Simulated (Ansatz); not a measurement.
Start from `C=NC(N)(F)F` and change one atom or group to get `NC(O)(F)F`.

Ansatz, PBE0-D4/def2-TZVP geometries, multiplicity 1. Each molecule was computed in one conformer, which needn't be the lowest.

```tsv
property	`C=NC(N)(F)F`
LUMO energy (PBE0/def2-TZVPP) / eV	-1.03
HOMO energy (ωB97M-V/def2-TZVPP) / eV	-10.57
HOMO energy (B3LYP/def2-TZVPP) / eV	-7.92
LUMO energy (PBE/def2-TZVPP) / eV	-2.15
HOMO–LUMO gap (ωB97M-V/def2-TZVPP) / eV	11.80
HOMO–LUMO gap (PBE0/def2-TZVPP) / eV	7.12
```

Question: Give the same properties after the change, and the shifts. (Estimate.)

Answer: Computed: 
| property | `NC(O)(F)F` | shift |
| --- | --- | --- |
| LUMO energy (PBE0/def2-TZVPP) / eV | 0.93 | 1.96 |
| HOMO energy (ωB97M-V/def2-TZVPP) / eV | -10.98 | -0.41 |
| HOMO energy (B3LYP/def2-TZVPP) / eV | -8.25 | -0.33 |
| LUMO energy (PBE/def2-TZVPP) / eV | 0.07 | 2.22 |
| HOMO–LUMO gap (ωB97M-V/def2-TZVPP) / eV | 13.28 | 1.48 |
| HOMO–LUMO gap (PBE0/def2-TZVPP) / eV | 9.44 | 2.32 |

With PBE0 the HOMO falls by 0.35 eV and the LUMO rises by 1.96 eV, so the gap widens by about 2.31 eV. PBE moves the HOMO by -0.27 eV and ωB97M-V by -0.41 eV.

B3LYP here is the variant with VWN-RPA as its local correlation; programs differ in this.
